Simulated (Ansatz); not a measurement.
A nudged elastic band was laid between two geometries of CH6B2 (9 atoms, charge 0, multiplicity 1).

Theory: RKS B3LYP-D4/def2-SVP in Ansatz.

```
movable images  : 7
climbing image  : yes
spring          : 5.0 eV/Å²
optimiser       : quadratic models (default)
start path      : through a guess of the saddle point
force threshold : 0.05 eV/Å
iteration limit : 60
end points      : relaxed
```

First end point:

```xyz
9
Properties=species:S:1:pos:R:3
B -0.705 0.807 -1.220
B 0.286 0.447 0.054
C 0.344 -0.886 0.887
H -0.403 0.563 -2.367
H -1.769 1.366 -1.064
H 1.084 1.313 0.370
H -0.437 -1.631 0.676
H 1.327 -1.352 0.676
H 0.360 -0.673 1.971
```

Last end point:

```xyz
9
Properties=species:S:1:pos:R:3
B -0.702 0.805 -1.222
B 0.280 0.448 0.059
C 0.342 -0.885 0.891
H -1.768 1.363 -1.078
H -0.388 0.562 -2.367
H 1.071 1.319 0.379
H -0.442 -1.629 0.685
H 1.322 -1.351 0.660
H 0.375 -0.679 1.975
```

**Question.** What changes between the two ends?

**Answer.** No bond is made or broken. The dihedral H5–B1–B2–C3 goes from 93 to -89°. The two ends are copies of one structure, up to a mirror image or an exchange of like atoms.

**Question.** What energy profile does the band end with?

**Answer.** The forces met the threshold. The highest image is number 4 of 0 to 8, 0.54 eV above the ends, which have the same energy within 2 meV. A vibrational analysis at the climbing image gives one clearly imaginary mode, 436i cm⁻¹: a first-order saddle point.

```
image  path coordinate (Å)  energy (eV)  dihedral H5–B1–B2–C3 (°)
    0                 0.00         0.00                        93
    1                 0.55         0.05                       113
    2                 1.09         0.22                       136
    3                 1.64         0.44                       161
    4                 2.19         0.54                      -174
    5                 2.84         0.39                      -145
    6                 3.49         0.12                      -117
    7                 4.14         0.01                       -92
    8                 4.79         0.00                       -89
```

**Question.** What is the geometry of the highest image?

**Answer.** 
```xyz
9
Properties=species:S:1:pos:R:3:forces:R:3
B -0.619 0.786 -1.293 0.00 0.01 0.00
B 0.314 0.515 0.163 0.01 -0.01 0.00
C 0.262 -0.832 0.946 0.01 0.01 0.01
H -1.422 -0.031 -1.690 -0.01 -0.01 0.00
H -0.512 1.786 -1.963 0.00 0.01 -0.01
H 1.093 1.360 0.554 0.00 0.01 0.00
H -0.652 -1.431 0.813 0.00 0.00 0.00
H 1.075 -1.413 0.445 -0.01 0.00 0.00
H 0.550 -0.786 2.008 0.00 0.00 0.00
```

**Question.** What are the harmonic wavenumbers there?

**Answer.** 436i, 140, 286, 454, 679, 720, 748, 924, 998, 1034, 1159, 1224, 1300, 1386, 1447, 2547, 2561, 2628, 2939, 3064, 3125 cm⁻¹.

The band took 13 iterations and of the order of 2.4 core-minutes.

Time of the run: 2.4 min on 1 thread of Arm Neoverse V2, on a shared host, peak memory 0.12 GiB.
